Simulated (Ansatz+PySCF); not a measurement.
Values are calculated unless marked as measured or tabulated.
Several solutions for quintet N2H2 in separate pieces

```xyz
4

N     0.0000    0.0000   -0.4711
H     0.0000    0.0000    3.2974
N    30.0000    0.0000   -0.1308
H    30.0000    0.0000    0.9159
```

Basis set: 6-31G (spherical functions). Charge 0, multiplicity 5.

ROHF was run from several starts with Ansatz (development build ahead of 0.2.0) and PySCF 2.14.0.

```
run  program                                 start  converged  energy (hartree)  <S²>
  A   Ansatz               stability test followed        yes        -109.71569  6.00
  B   Ansatz           search for the lowest state        yes        -109.71569  6.00
  C    PySCF  guess huckel, instabilities followed        yes        -109.67843  6.00
  D   Ansatz               atomic start, no search        yes        -109.71569  6.00
  E    PySCF                      program defaults        yes        -109.71569  6.00
  F    PySCF    guess atom, instabilities followed        yes        -109.67843  6.00
  G    PySCF   guess minao, instabilities followed        yes        -109.71569  6.00
  H    PySCF      guess 1e, instabilities followed        yes        -109.71569  6.00
```

Q: Which runs reached the lowest solution of this kind, and what is wrong with the others?

A: A, B, D, E, G, H reached the lowest solution found. Converged but too high: C by 1.01 eV, F by 1.01 eV. Convergence only shows a stationary point, and even a stable one can lie too high; stability tests and further starts are what find lower ones. Caution: this determinant is likely not that of the ground state. Caution: an unrestricted determinant lies well below (3.00 eV lower).
